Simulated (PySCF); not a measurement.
# Static response to an electric field

Compound: SiCl₂.
Cartesian coordinates in Å at the PBE0-D3(BJ)/def2-SVP level; atoms count from 1:
```xyz
3
SiCl2 angstrom
Si     0.0052   -0.0069   -0.8869
Cl     1.6094   -0.0171    0.4529
Cl    -1.6147    0.0240    0.4340
```

Level: wB97X-D/def2-SVPD (PySCF), static field, nuclei fixed, core orbitals frozen in the response. The polarisability tensor in these axes (au):

```
x   69.99 -0.32  0.08
y   -0.32 45.02  0.09
z    0.08  0.09 56.39
```

Problem. What are the eigenvalues, a third of the trace, and Δα (Δα² = ½Σ(αi − αj)² over the three pairs)?

Solution. Principal values 45.02, 56.39 and 70.00 au; mean 57.13 au = 8.47 Å³ = 9.42 × 10⁻⁴⁰ C²·m²/J; Δα = 21.66 au (38 % of the mean).

Problem. What is the dipole moment, and where does it point?

Solution. (0.01, -0.01, -1.05) D, 1.05 D in size, pointing from the negative to the positive side. Measured along this direction, the outermost atoms are Cl3 and Cl2 at the negative end and Si1 at the positive end.

Problem. What depolarisation ratio follows for Rayleigh scattering of linearly polarised light, taking the static tensor?

Solution. ρ = 3Δα²/(45ᾱ² + 4Δα²) = 1407.8/(146892 + 1877.1) = 0.00946.

Problem. Find the Langevin capture rate constant for NH4+ (18.034 u) meeting this molecule (97.915 u), k = 2.342 × 10⁻⁹ cm³/s × √(α in Å³ / reduced mass in u).

Solution. The reduced mass is 15.23 u, so k = 1.75 × 10⁻⁹ cm³/s. The formula leaves out the permanent dipole, which adds to the capture rate.

Problem. Molar refractivity from α?

Solution. Lorentz–Lorenz: R = (4π/3)N_A α = 2.5225 cm³/(mol·Å³) × 8.47 Å³ = 21.4 cm³/mol, in the limit of long wavelengths.

Problem. Orientational against electronic polarisability at 400 K (dilute gas, rigid molecules)?

Solution. In Gaussian units μ²/3kT = 6.64 Å³ against 8.47 Å³, a ratio of 0.78; the Debye molar polarisation (4π/3)N_A(α + μ²/3kT) is 38.1 cm³/mol, leaving out the vibrational part.

Geometry: PBE0-D3(BJ)/def2-SVP; no solvent, vibrations or thermal averaging.
